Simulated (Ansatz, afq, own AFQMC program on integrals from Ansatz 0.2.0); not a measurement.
**Where AFQMC and coupled cluster stand for NH3, singlet**

```xyz
4

N     0.0003   -0.0001   -0.0667
H     0.9385    0.0130    0.3137
H    -0.4826    0.8082    0.3055
H    -0.4607   -0.8202    0.3074
```

Basis cc-pVDZ. Only valence electrons are correlated. Integrals, coupled cluster, full CI and functionals: Ansatz 0.2.0; the random walks run on the same integrals in our own AFQMC program. ph-AFQMC/CISD is guided by a CISD state made of CCSD amplitudes; releasing the constraint for a short imaginary time cuts its bias at the price of noise, slowly where states lie close. Uncertainties: one standard error, sampling alone.

Determinant: RHF, the one that the program's search chose, which needn't be the lowest solution. The geometry is a PBE0/def2-TZVP stationary point of this or a neighbouring charge and spin state.

No full CI on the walks' own integrals is used here; CCSDT(Q) serves as the reference and is uncertain by about the last step of the cluster series.

- T1 diagnostic: 0.0054
- weight of the determinant in the CISD state: 0.937
- size of the correlated space: 8 electrons in 28 orbitals

```csv
level,correlation energy (eV)
MP2,-5.0689
CCSD,-5.5106
CCSD(T),-5.6135
```

**Question.** Estimate where AFQMC with the constraint released lies against CCSD(T) on the same integrals.

**Answer.** 1.4 ± 0.6 kJ/mol below CCSD(T).

Reference: CCSDT(Q), correlation energy -5.630 eV. The released energy is read at 2.40 1/Eh (meV from the phaseless value at times in 1/Eh: -7 ± 5 at 0.24, -12 ± 6 at 0.51, -4 ± 5 at 0.99, 2 ± 4 at 1.62, -5 ± 6 at 2.40).

```json
{"level": "CCSD(T)", "E − E(reference) (kJ/mol)": "1.6", "share of correlation (%)": "99.71"}
{"level": "CCSDT", "E − E(reference) (kJ/mol)": "0.9", "share of correlation (%)": "99.84"}
{"level": "ph-AFQMC/HF", "E − E(reference) (kJ/mol)": "-0.6 ± 2.5", "share of correlation (%)": "100.11"}
{"level": "ph-AFQMC/CISD", "E − E(reference) (kJ/mol)": "0.6 ± 0.5", "share of correlation (%)": "99.89"}
{"level": "released AFQMC", "E − E(reference) (kJ/mol)": "0.1 ± 0.6", "share of correlation (%)": "99.97"}
```

A walk keeps the symmetry of its determinant, which the program's search chose and which needn't be the lowest solution, so a lower state of the same spin and another symmetry isn't excluded. Released energies are given only where the last usable release times agree within the noise; a slower fall can still hide under it.
